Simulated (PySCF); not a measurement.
Species: phthalazine radical anion, C8H6N2 (charge -1 and doublet state).
Z-matrix (Å and degrees, PBE0-D3(BJ)/def2-SVP geometry), rows numbered from 1:
```
C 
C   1  1.3872
C   2  1.4128  1  120.41
C   3  1.4131  2  120.27  1    -0.03
C   4  1.4194  3  125.56  2  -179.97
N   5  1.3425  4  125.25  3   179.95
N   6  1.3122  5  119.62  4     0.03
C   7  1.3427  6  119.62  5     0.00
C   8  1.4193  7  125.27  6    -0.03
C   1  1.4127  2  120.45  3     0.01
H   1  1.0953  2  119.92  3   179.98
H   2  1.0953  1  119.95  3  -179.98
H   3  1.0946  2  120.59  1   179.98
H   5  1.0976  4  119.44  3    -0.04
H   8  1.0976  7  115.30  6   179.98
H  10  1.0946  1  120.59  2  -179.99
```

The species is phthalazine radical anion (`c1ccc2cnncc2c1`) [SMILES of the parent framework; charge -1 and doublet state].

Computed with UKS B3LYP, IGLO-III on C N, pcH-1 on H, non-relativistic, mean-field spin-orbit, GIAO (PySCF). Whether the extra electron is bound in the gas phase wasn't checked; a finite basis holds it in any case. The SCF solution wasn't tested for stability. No frequencies were computed at this geometry's level, so the symmetric structure isn't shown to be a minimum.

(1) What is the g tensor, term by term?

(2) At 9.541 GHz, how far is the centre of the isotropic spectrum from where a free electron (g = 2.002319) resonates?

(3) What effective moment and Curie constant follow for a powder?

(4) In a frozen sample, at which fields do the three g values resonate at 9.5, 34, 94 and 263 GHz (hyperfine left aside), and which band first spreads them over more than twice a line width of 0.3 mT?

## Answers

(1) 
```json
{"Δg (ppm)": "relativistic mass correction", "1": "-156", "2": "-156", "3": "-156"}
{"Δg (ppm)": "gauge correction", "1": "7", "2": "45", "3": "31"}
{"Δg (ppm)": "orbital Zeeman/spin–orbit", "1": "-67", "2": "259", "3": "1036"}
{"Δg (ppm)": "total", "1": "-215", "2": "147", "3": "910"}
```

So g = 2.00210, 2.00247, 2.00323 and g_iso = 2.00260; the tensor is rhombic: the two nearest values differ by 32 % of g3 − g1. Axes: g1 is normal to the molecular plane and g3 points within 1° of the C10–H16 bond.

(2) B = hν/(g μB) with μB/h = 13.99624 MHz/mT gives 340.45 mT for the free electron and 340.40 mT at g_iso, 0.05 mT lower.

(3) With the mean of g² = 4.0104 and S(S+1) = 0.75: μ_eff = √(⟨g²⟩S(S+1)) = 1.734 μB and χT = 0.12505·⟨g²⟩·S(S+1) = 0.376 cm³ K/mol (cgs; spin-Hamiltonian part alone).

(4) 
```json
{"band": "X", "GHz": "9.5", "B(g3) mT": "338.83", "B(g2) mT": "338.96", "B(g1) mT": "339.02", "spread mT": "0.19"}
{"band": "Q", "GHz": "34.0", "B(g3) mT": "1212.65", "B(g2) mT": "1213.12", "B(g1) mT": "1213.34", "spread mT": "0.68"}
{"band": "W", "GHz": "94.0", "B(g3) mT": "3352.63", "B(g2) mT": "3353.91", "B(g1) mT": "3354.51", "spread mT": "1.89"}
{"band": "J", "GHz": "263.0", "B(g3) mT": "9380.23", "B(g2) mT": "9383.81", "B(g1) mT": "9385.50", "spread mT": "5.27"}
```

The spread grows in proportion to the frequency. Q band is the first where it exceeds 0.6 mT.

The largest Mulliken spin populations are on C10 (+0.27), C3 (+0.27), C5 (+0.27) and C8 (+0.27). Four atoms exceed +0.15. The positive populations add up to 1.21 and the negative ones to -0.21, together 2S = 1.

The HOMO–LUMO gaps are 2.13 eV among the α and 4.54 eV among the β orbitals.
